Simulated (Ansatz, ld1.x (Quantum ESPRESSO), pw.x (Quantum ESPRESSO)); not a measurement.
Li: does the RRKJ potential hold in the solid?

lithium, norm-conserving RRKJ (Kleinman–Bylander form), made with ld1.x (Quantum ESPRESSO) 7.5 (PBEsol, scalar-relativistic). Core [He], reference 2s1 2p0. Waves: 2p (bound, empty): rc 4.06 bohr; 3d channel at 0.4 Ry: rc 3.28 bohr; 2s (bound): rc 1.94 bohr. Local part: the s channel. Core correction: Bessel-smoothed model core, default radius (core density twice the valence density).

Atomic tests: cutoffs needed: 6 Ry and 8 Ry (the cutoffs (Ry, on a coarse ladder) from which the occupation-weighted sum of valence levels, in a spherical-Bessel basis at the reference potential, stays within 10 and 1 mRy of its value at 400 Ry); ghost test: no extra level below or beside the all-electron valence levels (p, d, s, f tested) (spherical-Bessel basis up to 400 Ry, 20 bohr box); largest excitation error: -7.7 meV (all-electron minus pseudo) for 2s0 2p1, out of 2 test configurations.

Crystal test: fcc Li in pw.x 7.5, no spin, 13³ k-points, Fermi–Dirac smearing 0.01 Ry, cutoffs 50/200 Ry. The reference is all-electron LAPW (Ansatz 0.2.0) with the same functional, mesh and smearing; V0 and B0 come from Birch–Murnaghan fits to the pressures at five volumes. Errors are pseudo minus all-electron; Δ is the rms difference of the E(V) curves that follow from these fits, minima aligned, over ±6 % about the mean V0. Mesh and smearing are coarse, so the numbers serve the comparison and aren't converged zero-temperature values; the lattice is a test structure that the element need not adopt.

All-electron: a0 = 4.327 Å (V0 = 20.25 Å³/atom), B0 = 13.5 GPa.

Task: How far does the potential miss the all-electron equation of state?

Result: mean pressure error (GPa): -0.62. The pressure does not cross zero within the volumes sampled, so no fit is given. The largest radius (4.06 bohr) exceeds half the bond length (2.89 bohr), so the spheres overlap, which is one possible source of error among others. This is a poor potential for the solid.

| V (Å³/atom) | P all-electron (GPa) | P pseudo (GPa) |
| --- | --- | --- |
| 19.310 | 0.70 | -0.06 |
| 19.818 | 0.30 | -0.38 |
| 20.326 | -0.05 | -0.67 |
| 20.834 | -0.37 | -0.92 |
| 21.342 | -0.65 | -1.16 |

Task: At the middle volume, how do free energy and pressure move when the wave cutoff is lowered (ecutrho kept at four times it)?

Result:

```json
{"cutoff (Ry)": "22", "shift of F (meV/atom)": "+1.3", "shift of P (GPa)": "+0.02"}
{"cutoff (Ry)": "30", "shift of F (meV/atom)": "+1.1", "shift of P (GPa)": "-0.00"}
{"cutoff (Ry)": "40", "shift of F (meV/atom)": "+0.1", "shift of P (GPa)": "-0.00"}
```

Input at the middle volume:

```
&control
  calculation='scf', prefix='x', pseudo_dir='./', outdir='./tmp', tstress=.true., disk_io='none'
/
&system
  ibrav=0, nat=1, ntyp=1, ecutwfc=50, ecutrho=200, nbnd=7,
  occupations='smearing', smearing='fd', degauss=0.01
/
&electrons
  conv_thr=1e-09, mixing_beta=0.4, electron_maxstep=70
/
ATOMIC_SPECIES
Li 1.0 Li.UPF
CELL_PARAMETERS angstrom
  0.00000000 2.16607742 2.16607742
  2.16607742 0.00000000 2.16607742
  2.16607742 2.16607742 0.00000000
ATOMIC_POSITIONS crystal
Li 0.0000 0.0000 0.0000
K_POINTS automatic
13 13 13 0 0 0
```

```bash
pw.x < Li.scf.in > Li.scf.out
```

Lines of the output:

```
Message from routine setup:
     using ibrav=0 with symmetry is DISCOURAGED, use correct ibrav instead
     lattice parameter (alat)  =       5.7888  a.u.
     unit-cell volume          =     137.1666 (a.u.)^3
     number of electrons       =         1.00
     number of Kohn-Sham states=            7
     kinetic-energy cutoff     =      50.0000  Ry
     charge density cutoff     =     200.0000  Ry
     scf convergence threshold =      1.0E-09
     Exchange-correlation= PBESOL
     number of k points=    84  Fermi-Dirac smearing, width (Ry)=  0.0100
     iteration #  1     ecut=    50.00 Ry     beta= 0.40
     total energy              =      -0.96805110 Ry
     estimated scf accuracy    <       0.00038653 Ry
     iteration #  2     ecut=    50.00 Ry     beta= 0.40
     total energy              =      -0.96800777 Ry
     estimated scf accuracy    <       0.00013660 Ry
     iteration #  3     ecut=    50.00 Ry     beta= 0.40
     total energy              =      -0.96800837 Ry
     estimated scf accuracy    <          9.9E-09 Ry
     iteration #  4     ecut=    50.00 Ry     beta= 0.40
     the Fermi energy is     0.4611 ev
!    total energy              =      -0.96800838 Ry
     estimated scf accuracy    <          9.1E-10 Ry
     smearing contrib. (-TS)   =      -0.00231493 Ry
     The total energy is F=E-TS. E is the sum of the following terms:
     one-electron contribution =       0.41681417 Ry
     hartree contribution      =       0.00141769 Ry
     xc contribution           =      -0.82387964 Ry
     ewald contribution        =      -0.56004567 Ry
     convergence has been achieved in   4 iterations
          total   stress  (Ry/bohr**3)                   (kbar)     P=       -6.65
     Message from routine punch:
     Nothing written, as per user request (disk_io='none')
```

The run at the middle volume (84 k-points, 4 iterations) took about 4.9 s on one core of a shared host (Neoverse-V1, 32 threads, 247 GiB, load 12).
